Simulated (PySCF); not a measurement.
Method: core-valence-separated Tamm–Dancoff BHandHLYP/aug-pcX-1 (pcseg-1 on H) in PySCF, non-relativistic, gas phase, PBE0-D3(BJ)/def2-SVP geometry. BHandHLYP without relativity tends to put these K edges a few eV too low, so spacings mean more than positions.

Main lines of an unknown, eV (oscillator strength): C K: 285.7 (0.023), 285.9 (0.012), 286.0 (0.035), 286.3 (0.021), 286.4 (0.021); N K: 399.6 (0.020), 400.9 (0.004), 401.1 (0.002), 401.3 (0.007), 401.7 (0.006). Listed: the first five lines at most of each edge with a tenth or more of its strongest line's intensity; roots within 0.03 eV on the same or equivalent atoms are summed. Only the lowest roots were sought, and the top ones are left out.

Question: Which candidate gives them?
A. `C=C[C@H](C)N`
B. `C=NCCC`
C. `C/C=N/CC`
D. `C1(CC1)NC`

Answer: D. 

- `CNC1CC1`: C K: 285.7 (0.023), 285.9 (0.012), 286.0 (0.035), 286.3 (0.021), 286.4 (0.021); N K: 399.6 (0.020), 400.9 (0.004), 401.1 (0.002), 401.3 (0.007), 401.7 (0.006). First C line listed at 285.7 eV, hole on the three-membered-ring carbon; first N line listed at 399.6 eV, hole on the secondary amine nitrogen.
- `C/C=N/CC`: C K: 283.1 (0.069), 285.3 (0.009), 285.5 (0.010), 285.8 (0.018), 286.1 (0.020); N K: 396.2 (0.060). First C line listed at 283.1 eV, hole on the imine carbon (1s→π*); first N line listed at 396.2 eV, hole on the imine nitrogen.
- `C=NCCC`: C K: 282.8 (0.064), 285.3 (0.009), 285.5 (0.012), 285.8 (0.011), 285.9 (0.011); N K: 396.0 (0.063), 402.4 (0.007). First C line listed at 282.8 eV, hole on the imine carbon (1s→π*); first N line listed at 396.0 eV, hole on the imine nitrogen.
- `C=C[C@H](C)N`: C K: 282.6 (0.048), 282.6 (0.074), 285.3 (0.012), 285.7 (0.010), 285.8 (0.018); N K: 399.2 (0.015), 400.1 (0.032), 400.6 (0.008), 401.2 (0.007), 401.7 (0.008). First C line listed at 282.6 eV, hole on the alkene CH carbon (1s→π*); first N line listed at 399.2 eV, hole on the primary amine nitrogen.

One conformer each; other structures than these candidates weren't tested.

The values belong to the conformer `[CH3:1][NH:2][CH:3]1[CH2:4][CH2:5]1`: C1–N2–C3–C4 -87°.
